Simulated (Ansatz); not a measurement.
Rock-salt NaCl, treated with G0W0@PBE (hard PAW, contour deformation; Ansatz, a program for electronic structure).

The cell has the measured lattice parameters. Conventional cell: a = 5.6401 Å, b = 5.6401 Å, c = 5.6401 Å, α = 90.00°, β = 90.00°, γ = 90.00°.

The quasiparticle gap at Γ at a fixed k mesh 2×2×2:

```json
[
 {"response cutoff": "150 eV, 344 empty bands", "value (eV)": "7.614"},
 {"response cutoff": "200 eV, 529 empty bands", "value (eV)": "7.680"},
 {"response cutoff": "250 eV, 740 empty bands", "value (eV)": "7.720"},
 {"response cutoff": "300 eV, 972 empty bands", "value (eV)": "7.745"}
]
```

Question: Taking the value to converge with the response cutoff E as E^(−3/2), extrapolate from the last two rows.

Answer: With y = y∞ + c/w and weights w = 3953 and 5196 for the last two rows, y∞ = (w2 y2 − w1 y1)/(w2 − w1) = (5196 × 7.745 − 3953 × 7.720)/1243 = 7.825 eV, which lies 0.080 beyond the last row. Successive pairs of rows give 7.802, 7.821, 7.825. The limit also hangs on the law assumed, so its last digits aren't firm.

The other settings are not extrapolated, so this is the limit in one setting alone.
